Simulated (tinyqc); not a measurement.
Inside a calculation (part 1 of 2). Method: LCCD on RHF in the sto-6g basis, frozen core, for BH3, spin multiplicity 1. Computed by tinyqc, a small Python program that keeps every step (integrals from PySCF). Settings: charge = 0, multiplicity = 1, basis = sto-6g, method = RHF, frozen orbitals = 1, energy threshold = 1e-10, iteration cap = 89, orthogonalisation = symmetric, start = core, DIIS depth = 6, amplitude equations = LCCD, DIIS depth for amplitudes = 4, cap on updates = 59. Command: `OMP_NUM_THREADS=1 python tinyqc.py 29995 29996 out.jsonl` (the two numbers bound the seeds that draw the settings). One thread of a shared host (Intel(R) Xeon(R) Processor @ 2.60GHz), about 0.2 s of CPU time with the checks. The early iterations of the SCF are left out here.

## One-electron integrals

Geometry (angstrom):
```
atom          x          y         z
B      0.000000   0.000000  0.040000
H      1.186000   0.000000  0.000000
H     -0.593000   1.027000  0.000000
H     -0.593000  -1.027000  0.000000
```

Basis sto-6g: exponents (1/bohr^2) and contraction coefficients of normalised primitives:
```
element  l (shell)    exponent  coefficient
B            s (1)  506.011147     0.009164
B            s (1)   92.776814     0.049362
B            s (1)   25.955658     0.168538
B            s (1)    8.916445     0.370563
B            s (1)    3.462507     0.416492
B            s (1)    1.426054     0.130334
B            s (2)   23.194575    -0.013253
B            s (2)    4.590810    -0.046992
B            s (2)    1.426819    -0.033785
B            s (2)    0.548948     0.250242
B            s (2)    0.238410     0.595117
B            s (2)    0.109280     0.240706
B            p (3)   23.194575     0.003760
B            p (3)    4.590810     0.037679
B            p (3)    1.426819     0.173897
B            p (3)    0.548948     0.418036
B            p (3)    0.238410     0.425859
B            p (3)    0.109280     0.101708
H            s (1)   35.523221     0.009164
H            s (1)    6.513144     0.049361
H            s (1)    1.822143     0.168538
H            s (1)    0.625955     0.370563
H            s (1)    0.243077     0.416492
H            s (1)    0.100112     0.130334
```

Overlap, kinetic and nuclear-attraction integrals over the contracted functions; the nuclear repulsion is the sum of Za Zb / Rab.

nuclear repulsion = 7.46219736 hartree

overlap S, order 1B 1s, 1B 2s, 1B 2px, 1B 2py, 1B 2pz, 2H 1s, 3H 1s, 4H 1s:
```
[[1.000000, 0.264891, 0.000000, 0.000000, 0.000000, 0.069611, 0.069625, 0.069625],
 [0.264891, 1.000000, 0.000000, 0.000000, 0.000000, 0.477918, 0.477966, 0.477966],
 [0.000000, 0.000000, 1.000000, 0.000000, 0.000000, 0.489096, -0.244582, -0.244582],
 [0.000000, 0.000000, 0.000000, 1.000000, 0.000000, 0.000000, 0.423585, -0.423585],
 [0.000000, 0.000000, 0.000000, 0.000000, 1.000000, -0.016496, -0.016498, -0.016498],
 [0.069611, 0.477918, 0.489096, 0.000000, -0.016496, 1.000000, 0.109903, 0.109903],
 [0.069625, 0.477966, -0.244582, 0.423585, -0.016498, 0.109903, 1.000000, 0.109931],
 [0.069625, 0.477966, -0.244582, -0.423585, -0.016498, 0.109903, 0.109931, 1.000000]]
```

kinetic energy T (hartree), order 1B 1s, 1B 2s, 1B 2px, 1B 2py, 1B 2pz, 2H 1s, 3H 1s, 4H 1s:
```
[[10.947243, -0.333880, 0.000000, 0.000000, 0.000000, -0.010680, -0.010678, -0.010678],
 [-0.333880, 0.374498, 0.000000, 0.000000, 0.000000, 0.089108, 0.089131, 0.089131],
 [0.000000, 0.000000, 1.125026, 0.000000, 0.000000, 0.232143, -0.116103, -0.116103],
 [0.000000, 0.000000, 0.000000, 1.125026, 0.000000, 0.000000, 0.201075, -0.201075],
 [0.000000, 0.000000, 0.000000, 0.000000, 1.125026, -0.007829, -0.007832, -0.007832],
 [-0.010680, 0.089108, 0.232143, 0.000000, -0.007829, 0.768522, -0.011955, -0.011955],
 [-0.010678, 0.089131, -0.116103, 0.201075, -0.007832, -0.011955, 0.768522, -0.011954],
 [-0.010678, 0.089131, -0.116103, -0.201075, -0.007832, -0.011955, -0.011954, 0.768522]]
```

nuclear attraction V (hartree), order 1B 1s, 1B 2s, 1B 2px, 1B 2py, 1B 2pz, 2H 1s, 3H 1s, 4H 1s:
```
[[-24.729589, -3.098575, 0.000005, 0.000000, 0.001987, -0.898151, -0.898342, -0.898342],
 [-3.098575, -5.039856, 0.000029, 0.000000, 0.016404, -2.121791, -2.122070, -2.122070],
 [0.000005, 0.000029, -5.100354, 0.000000, -0.000001, -2.057094, 1.028736, 1.028736],
 [0.000000, 0.000000, 0.000000, -5.100351, 0.000000, 0.000000, -1.781625, 1.781625],
 [0.001987, 0.016404, -0.000001, 0.000000, -4.918422, 0.072784, 0.072797, 0.072797],
 [-0.898151, -2.121791, -2.057094, 0.000000, 0.072784, -3.951849, -0.470198, -0.470198],
 [-0.898342, -2.122070, 1.028736, -1.781625, 0.072797, -0.470198, -3.952027, -0.470323],
 [-0.898342, -2.122070, 1.028736, 1.781625, 0.072797, -0.470198, -0.470323, -3.952027]]
```

core Hamiltonian H = T + V (hartree), order 1B 1s, 1B 2s, 1B 2px, 1B 2py, 1B 2pz, 2H 1s, 3H 1s, 4H 1s:
```
[[-13.782345, -3.432455, 0.000005, 0.000000, 0.001987, -0.908831, -0.909020, -0.909020],
 [-3.432455, -4.665358, 0.000029, 0.000000, 0.016404, -2.032683, -2.032939, -2.032939],
 [0.000005, 0.000029, -3.975327, 0.000000, -0.000001, -1.824951, 0.912633, 0.912633],
 [0.000000, 0.000000, 0.000000, -3.975325, 0.000000, 0.000000, -1.580550, 1.580550],
 [0.001987, 0.016404, -0.000001, 0.000000, -3.793396, 0.064955, 0.064965, 0.064965],
 [-0.908831, -2.032683, -1.824951, 0.000000, 0.064955, -3.183327, -0.482153, -0.482153],
 [-0.909020, -2.032939, 0.912633, -1.580550, 0.064965, -0.482153, -3.183505, -0.482277],
 [-0.909020, -2.032939, 0.912633, 1.580550, 0.064965, -0.482153, -0.482277, -3.183505]]
```

## Two-electron integrals

Functions are numbered as in S; the eight-fold symmetry (ij|kl) = (ji|kl) = (kl|ij) leaves the list below.

Two-electron integrals (ij|kl) in chemists' order, unique and non-zero (hartree):
```
(11|11) 2.924993    (21|11) 0.480756    (21|21) 0.099484    (22|11) 0.743449
(22|21) 0.188967    (22|22) 0.544922    (31|31) 0.021096    (32|31) 0.030854
(32|32) 0.120443    (33|11) 0.743450    (33|21) 0.188967    (33|22) 0.544922
(33|33) 0.587109    (41|41) 0.021096    (42|41) 0.030854    (42|42) 0.120443
(43|43) 0.031641    (44|11) 0.743450    (44|21) 0.188967    (44|22) 0.544922
(44|33) 0.523827    (44|44) 0.587109    (51|51) 0.021096    (52|51) 0.030854
(52|52) 0.120443    (53|53) 0.031641    (54|54) 0.031641    (55|11) 0.743450
(55|21) 0.188967    (55|22) 0.544922    (55|33) 0.523827    (55|44) 0.523827
(55|55) 0.587109    (61|11) 0.131497    (61|21) 0.026325    (61|22) 0.049466
(61|31) 0.002063    (61|32) 0.003900    (61|33) 0.050005    (61|44) 0.049196
(61|51) -0.000070   (61|52) -0.000132   (61|53) -0.000027   (61|55) 0.049197
(61|61) 0.007228    (62|11) 0.287032    (62|21) 0.074025    (62|22) 0.231626
(62|31) 0.008647    (62|32) 0.049006    (62|33) 0.244180    (62|44) 0.225339
(62|51) -0.000292   (62|52) -0.001653   (62|53) -0.000635   (62|55) 0.225360
(62|61) 0.020719    (62|62) 0.131438    (63|11) 0.260318    (63|21) 0.068147
(63|22) 0.224685    (63|31) 0.015014    (63|32) 0.079562    (63|33) 0.248441
(63|44) 0.212797    (63|51) -0.000232   (63|52) -0.001469   (63|53) -0.000885
(63|55) 0.212816    (63|61) 0.020145    (63|62) 0.149588    (63|63) 0.181958
(64|41) 0.008141    (64|42) 0.036015    (64|43) 0.009403    (64|54) -0.000317
(64|64) 0.015281    (65|11) -0.008780   (65|21) -0.002298   (65|22) -0.007578
(65|31) -0.000232   (65|32) -0.001469   (65|33) -0.007745   (65|44) -0.007177
(65|51) 0.008149    (65|52) 0.036065    (65|53) 0.009422    (65|55) -0.007812
(65|61) -0.000679   (65|62) -0.005045   (65|63) -0.005621   (65|65) 0.015470
(66|11) 0.438737    (66|21) 0.115579    (66|22) 0.405765    (66|31) 0.017317
(66|32) 0.126452    (66|33) 0.454107    (66|44) 0.381552    (66|51) -0.000584
(66|52) -0.004265   (66|53) -0.002447   (66|55) 0.381635    (66|61) 0.033270
(66|62) 0.287292    (66|63) 0.356776    (66|65) -0.012033   (66|66) 0.774999
(71|11) 0.131525    (71|21) 0.026330    (71|22) 0.049477    (71|31) -0.001032
(71|32) -0.001950   (71|33) 0.049409    (71|41) 0.001787    (71|42) 0.003378
(71|43) -0.000350   (71|44) 0.049813    (71|51) -0.000070   (71|52) -0.000132
(71|53) 0.000014    (71|54) -0.000024   (71|55) 0.049207    (71|61) 0.006893
(71|62) 0.018806    (71|63) 0.016848    (71|64) 0.000834    (71|65) -0.000617
(71|66) 0.029087    (71|71) 0.007231    (72|11) 0.287071    (72|21) 0.074035
(72|22) 0.231654    (72|31) -0.004324   (72|32) -0.024507   (72|33) 0.230078
(72|41) 0.007489    (72|42) 0.042444    (72|43) -0.008159   (72|44) 0.239497
(72|51) -0.000292   (72|52) -0.001653   (72|53) 0.000318    (72|54) -0.000550
(72|55) 0.225388    (72|61) 0.018805    (72|62) 0.089480    (72|63) 0.080814
(72|64) 0.010743    (72|65) -0.003353   (72|66) 0.151299    (72|71) 0.020726
(72|72) 0.131466    (73|11) -0.130182   (73|21) -0.034079   (73|22) -0.112361
(73|31) 0.009861    (73|32) 0.046910    (73|33) -0.117926   (73|41) -0.002976
(73|42) -0.018859   (73|43) 0.011790    (73|44) -0.112731   (73|51) 0.000116
(73|52) 0.000735    (73|53) -0.000459   (73|54) 0.000246    (73|55) -0.106426
(73|61) -0.007702   (73|62) -0.031105   (73|63) -0.019891   (73|64) -0.002640
(73|65) 0.001146    (73|66) -0.044357   (73|71) -0.010077   (73|72) -0.074813
(73|73) 0.056967    (74|11) 0.225459    (74|21) 0.059021    (74|22) 0.194595
(74|31) -0.002976   (74|32) -0.018859   (74|33) 0.187945    (74|41) 0.013297
(74|42) 0.068682    (74|43) -0.011017   (74|44) 0.211523    (74|51) -0.000201
(74|52) -0.001272   (74|53) 0.000246    (74|54) -0.000743   (74|55) 0.184316
(74|61) 0.015006    (74|62) 0.075355    (74|63) 0.067756    (74|64) 0.017707
(74|65) -0.002763   (74|66) 0.127497    (74|71) 0.017451    (74|72) 0.129567
(74|73) -0.072188   (74|74) 0.140305    (75|11) -0.008781   (75|21) -0.002299
(75|22) -0.007579   (75|31) 0.000116    (75|32) 0.000735    (75|33) -0.007320
(75|41) -0.000201   (75|42) -0.001272   (75|43) 0.000246    (75|44) -0.007604
(75|51) 0.008150    (75|52) 0.036070    (75|53) -0.004712   (75|54) 0.008160
(75|55) -0.007813   (75|61) -0.000617   (75|62) -0.003353   (75|63) -0.002966
(75|64) -0.000389   (75|65) 0.009650    (75|66) -0.005953   (75|71) -0.000680
(75|72) -0.005046   (75|73) 0.002812    (75|74) -0.004869   (75|75) 0.015474
(76|11) 0.063658    (76|21) 0.016392    (76|22) 0.051804    (76|31) 0.000808
(76|32) 0.004595    (76|33) 0.052311    (76|41) 0.001399    (76|42) 0.007959
(76|43) 0.000375    (76|44) 0.052744    (76|51) -0.000109   (76|52) -0.000620
(76|53) -0.000088   (76|54) -0.000153   (76|55) 0.050357    (76|61) 0.004416
(76|62) 0.025345    (76|63) 0.026671    (76|64) 0.002731    (76|65) -0.001059
(76|66) 0.050369    (76|71) 0.004417    (76|72) 0.025348    (76|73) -0.010972
(76|74) 0.024465    (76|75) -0.001059   (76|76) 0.006067    (77|11) 0.438768
(77|21) 0.115587    (77|22) 0.405786    (77|31) -0.008660   (77|32) -0.063235
(77|33) 0.399715    (77|41) 0.014998    (77|42) 0.109514    (77|43) -0.031421
(77|44) 0.435989    (77|51) -0.000584   (77|52) -0.004265   (77|53) 0.001224
(77|54) -0.002119   (77|55) 0.381655    (77|61) 0.029083    (77|62) 0.151288
(77|63) 0.132589    (77|64) 0.025338    (77|65) -0.005952   (77|66) 0.256872
(77|71) 0.033279    (77|72) 0.287326    (77|73) -0.178418   (77|74) 0.308998
(77|75) -0.012035   (77|76) 0.050369    (77|77) 0.774999    (81|11) 0.131525
(81|21) 0.026330    (81|22) 0.049477    (81|31) -0.001032   (81|32) -0.001950
(81|33) 0.049409    (81|41) -0.001787   (81|42) -0.003378   (81|43) 0.000350
(81|44) 0.049813    (81|51) -0.000070   (81|52) -0.000132   (81|53) 0.000014
(81|54) 0.000024    (81|55) 0.049207    (81|61) 0.006893    (81|62) 0.018806
(81|63) 0.016848    (81|64) -0.000834   (81|65) -0.000617   (81|66) 0.029087
(81|71) 0.006894    (81|72) 0.018809    (81|73) -0.009148   (81|74) 0.014175
(81|75) -0.000617   (81|76) 0.004088    (81|77) 0.029090    (81|81) 0.007231
(82|11) 0.287071    (82|21) 0.074035    (82|22) 0.231654    (82|31) -0.004324
(82|32) -0.024507   (82|33) 0.230078    (82|41) -0.007489   (82|42) -0.042444
(82|43) 0.008159    (82|44) 0.239497    (82|51) -0.000292   (82|52) -0.001653
(82|53) 0.000318    (82|54) 0.000550    (82|55) 0.225388    (82|61) 0.018805
(82|62) 0.089480    (82|63) 0.080814    (82|64) -0.010743   (82|65) -0.003353
(82|66) 0.151299    (82|71) 0.018809    (82|72) 0.089493    (82|73) -0.049721
(82|74) 0.064620    (82|75) -0.003354   (82|76) 0.018856    (82|77) 0.151311
(82|81) 0.020726    (82|82) 0.131466    (83|11) -0.130182   (83|21) -0.034079
(83|22) -0.112361   (83|31) 0.009861    (83|32) 0.046910    (83|33) -0.117926
(83|41) 0.002976    (83|42) 0.018859    (83|43) -0.011790   (83|44) -0.112731
(83|51) 0.000116    (83|52) 0.000735    (83|53) -0.000459   (83|54) -0.000246
(83|55) -0.106426   (83|61) -0.007702   (83|62) -0.031105   (83|63) -0.019891
(83|64) 0.002640    (83|65) 0.001146    (83|66) -0.044357   (83|71) -0.009148
(83|72) -0.049721   (83|73) 0.036514    (83|74) -0.035204   (83|75) 0.001820
(83|76) -0.008165   (83|77) -0.088256   (83|81) -0.010077   (83|82) -0.074813
(83|83) 0.056967    (84|11) -0.225459   (84|21) -0.059021   (84|22) -0.194595
(84|31) 0.002976    (84|32) 0.018859    (84|33) -0.187945   (84|41) 0.013297
(84|42) 0.068682    (84|43) -0.011017   (84|44) -0.211523   (84|51) 0.000201
(84|52) 0.001272    (84|53) -0.000246   (84|54) -0.000743   (84|55) -0.184316
(84|61) -0.015006   (84|62) -0.075355   (84|63) -0.067756   (84|64) 0.017707
(84|65) 0.002763    (84|66) -0.127497   (84|71) -0.014175   (84|72) -0.064620
(84|73) 0.035204    (84|74) -0.038687   (84|75) 0.002375    (84|76) -0.014141
(84|77) -0.102163   (84|81) -0.017451   (84|82) -0.129567   (84|83) 0.072188
(84|84) 0.140305    (85|11) -0.008781   (85|21) -0.002299   (85|22) -0.007579
(85|31) 0.000116    (85|32) 0.000735    (85|33) -0.007320   (85|41) 0.000201
(85|42) 0.001272    (85|43) -0.000246   (85|44) -0.007604   (85|51) 0.008150
(85|52) 0.036070    (85|53) -0.004712   (85|54) -0.008160   (85|55) -0.007813
(85|61) -0.000617   (85|62) -0.003353   (85|63) -0.002966   (85|64) 0.000389
(85|65) 0.009650    (85|66) -0.005953   (85|71) -0.000617   (85|72) -0.003354
(85|73) 0.001820    (85|74) -0.002375   (85|75) 0.009652    (85|76) -0.000767
(85|77) -0.005953   (85|81) -0.000680   (85|82) -0.005046   (85|83) 0.002812
(85|84) 0.004869    (85|85) 0.015474    (86|11) 0.063658    (86|21) 0.016392
(86|22) 0.051804    (86|31) 0.000808    (86|32) 0.004595    (86|33) 0.052311
(86|41) -0.001399   (86|42) -0.007959   (86|43) -0.000375   (86|44) 0.052744
(86|51) -0.000109   (86|52) -0.000620   (86|53) -0.000088   (86|54) 0.000153
(86|55) 0.050357    (86|61) 0.004416    (86|62) 0.025345    (86|63) 0.026671
(86|64) -0.002731   (86|65) -0.001059   (86|66) 0.050369    (86|71) 0.004088
(86|72) 0.018856    (86|73) -0.008165   (86|74) 0.014141    (86|75) -0.000767
(86|76) 0.004782    (86|77) 0.031259    (86|81) 0.004417    (86|82) 0.025348
(86|83) -0.010972   (86|84) -0.024465   (86|85) -0.001059   (86|86) 0.006067
(87|11) 0.063674    (87|21) 0.016396    (87|22) 0.051818    (87|31) -0.001616
(87|32) -0.009194   (87|33) 0.052974    (87|44) 0.052108    (87|51) -0.000109
(87|52) -0.000620   (87|53) 0.000176    (87|55) 0.050370    (87|61) 0.004088
(87|62) 0.018859    (87|63) 0.016332    (87|65) -0.000767   (87|66) 0.031265
(87|71) 0.004418    (87|72) 0.025355    (87|73) -0.015708   (87|74) 0.021739
(87|75) -0.001060   (87|76) 0.004783    (87|77) 0.050384    (87|81) 0.004418
(87|82) 0.025355    (87|83) -0.015708   (87|84) -0.021739   (87|85) -0.001060
(87|86) 0.004783    (87|87) 0.006070    (88|11) 0.438768    (88|21) 0.115587
(88|22) 0.405786    (88|31) -0.008660   (88|32) -0.063235   (88|33) 0.399715
(88|41) -0.014998   (88|42) -0.109514   (88|43) 0.031421    (88|44) 0.435989
(88|51) -0.000584   (88|52) -0.004265   (88|53) 0.001224    (88|54) 0.002119
(88|55) 0.381655    (88|61) 0.029083    (88|62) 0.151288    (88|63) 0.132589
(88|64) -0.025338   (88|65) -0.005952   (88|66) 0.256872    (88|71) 0.029090
(88|72) 0.151311    (88|73) -0.088256   (88|74) 0.102163    (88|75) -0.005953
(88|76) 0.031259    (88|77) 0.256892    (88|81) 0.033279    (88|82) 0.287326
(88|83) -0.178418   (88|84) -0.308998   (88|85) -0.012035   (88|86) 0.050369
(88|87) 0.050384    (88|88) 0.774999
```

## Orthogonalisation

S = U s U^T; symmetric (Loewdin) form X = U s^(-1/2) U^T, so that X^T S X = 1.

eigenvalues of S: [0.253994, 0.343479, 0.343493, 0.949031, 1.001484, 1.546590, 1.546613, 2.015315]

X, order 1B 1s, 1B 2s, 1B 2px, 1B 2py, 1B 2pz, 2H 1s, 3H 1s, 4H 1s:
```
[[1.031779, -0.174991, 0.000002, 0.000000, 0.001222, 0.024542, 0.024543, 0.024543],
 [-0.174991, 1.440973, -0.000049, 0.000000, -0.013946, -0.350434, -0.350505, -0.350505],
 [0.000002, -0.000049, 1.213969, 0.000000, 0.000002, -0.366731, 0.183408, 0.183408],
 [0.000000, 0.000000, 0.000000, 1.213975, 0.000000, 0.000000, -0.317633, 0.317633],
 [0.001222, -0.013946, 0.000002, 0.000000, 1.000471, 0.011870, 0.011873, 0.011873],
 [0.024542, -0.350434, -0.366731, 0.000000, 0.011870, 1.277934, -0.018411, -0.018411],
 [0.024543, -0.350505, 0.183408, -0.317633, 0.011873, -0.018411, 1.278005, -0.018403],
 [0.024543, -0.350505, 0.183408, 0.317633, 0.011873, -0.018411, -0.018403, 1.278005]]
```

## Iteration 7 (converged): orbitals

converged F (hartree), order 1B 1s, 1B 2s, 1B 2px, 1B 2py, 1B 2pz, 2H 1s, 3H 1s, 4H 1s:
```
[[-7.521909, -2.113352, 0.000001, 0.000000, -0.000677, -0.561763, -0.561878, -0.561878],
 [-2.113352, -1.057245, 0.000026, 0.000000, 0.011092, -0.568365, -0.568427, -0.568427],
 [0.000001, 0.000026, -0.208438, 0.000000, -0.000002, -0.397550, 0.198800, 0.198800],
 [0.000000, 0.000000, 0.000000, -0.208447, 0.000000, 0.000000, -0.344298, 0.344298],
 [-0.000677, 0.011092, -0.000002, 0.000000, 0.233929, 0.010450, 0.010452, 0.010452],
 [-0.561763, -0.568365, -0.397550, 0.000000, 0.010450, -0.409894, -0.160551, -0.160551],
 [-0.561878, -0.568427, 0.198800, -0.344298, 0.010452, -0.160551, -0.409956, -0.160590],
 [-0.561878, -0.568427, 0.198800, 0.344298, 0.010452, -0.160551, -0.160590, -0.409956]]
```

Diagonalise F' = X^T F X, C = X C', fill 4 alpha and 4 beta electrons from the bottom; D = 2 C_occ C_occ^T. Each column has its largest component positive (the first on a tie).

F' = X^T F X (hartree):
```
[[-7.348853, -1.111326, -0.000002, 0.000000, 0.000007, -0.086651, -0.086691, -0.086691],
 [-1.111326, -0.113673, -0.000029, 0.000000, -0.008332, -0.409679, -0.409736, -0.409736],
 [-0.000002, -0.000029, 0.173536, 0.000000, 0.000001, -0.494495, 0.247283, 0.247283],
 [0.000000, 0.000000, 0.000000, 0.173530, 0.000000, 0.000000, -0.428271, 0.428271],
 [0.000007, -0.008332, 0.000001, 0.000000, 0.234645, 0.012905, 0.012908, 0.012908],
 [-0.086651, -0.409679, -0.494495, 0.000000, 0.012905, 0.057700, -0.048214, -0.048214],
 [-0.086691, -0.409736, 0.247283, -0.428271, 0.012908, -0.048214, 0.057729, -0.048212],
 [-0.086691, -0.409736, 0.247283, 0.428271, 0.012908, -0.048214, -0.048212, 0.057729]]
```

orbital energies (hartree): [-7.524383, -0.668930, -0.466874, -0.466872, 0.233777, 0.692947, 0.746332, 0.746344]

coefficients C, order 1B 1s, 1B 2s, 1B 2px, 1B 2py, 1B 2pz, 2H 1s, 3H 1s, 4H 1s:
```
[[0.994229, -0.219354, 0.000000, -0.000017, -0.012860, -0.245408, 0.000292, 0.000000],
 [0.024575, 0.550926, 0.000000, 0.000065, 0.061112, 1.472369, -0.001835, 0.000000],
 [-0.000001, -0.000043, 0.000000, 0.507791, 0.000000, 0.001351, 1.190646, 0.000000],
 [0.000000, 0.000000, 0.507795, 0.000000, 0.000000, 0.000000, 0.000000, 1.190655],
 [-0.000139, -0.006384, 0.000000, 0.000001, 0.998253, -0.070790, 0.000086, 0.000000],
 [-0.004339, 0.282371, 0.000000, 0.517053, -0.019532, -0.747405, -0.992845, 0.000000],
 [-0.004339, 0.282432, 0.447761, -0.258485, -0.019529, -0.745704, 0.497812, -0.860661],
 [-0.004339, 0.282432, -0.447761, -0.258485, -0.019529, -0.745704, 0.497812, 0.860661]]
```

D after iteration 7, order 1B 1s, 1B 2s, 1B 2px, 1B 2py, 1B 2pz, 2H 1s, 3H 1s, 4H 1s:
```
[[2.073214, -0.192829, 0.000000, 0.000000, 0.002524, -0.132523, -0.132526, -0.132526],
 [-0.192829, 0.608246, 0.000019, 0.000000, -0.007042, 0.310985, 0.310951, 0.310951],
 [0.000000, 0.000019, 0.515703, 0.000000, 0.000001, 0.525085, -0.262537, -0.262537],
 [0.000000, 0.000000, 0.000000, 0.515712, 0.000000, 0.000000, 0.454742, -0.454742],
 [0.002524, -0.007042, 0.000001, 0.000000, 0.000082, -0.003604, -0.003605, -0.003605],
 [-0.132523, 0.310985, 0.525085, 0.000000, -0.003604, 0.694191, -0.107762, -0.107762],
 [-0.132526, 0.310951, -0.262537, 0.454742, -0.003605, -0.107762, 0.694183, -0.107777],
 [-0.132526, 0.310951, -0.262537, -0.454742, -0.003605, -0.107762, -0.107777, 0.694183]]
```

Within a degenerate level the vectors are fixed only up to a rotation; this is one choice.
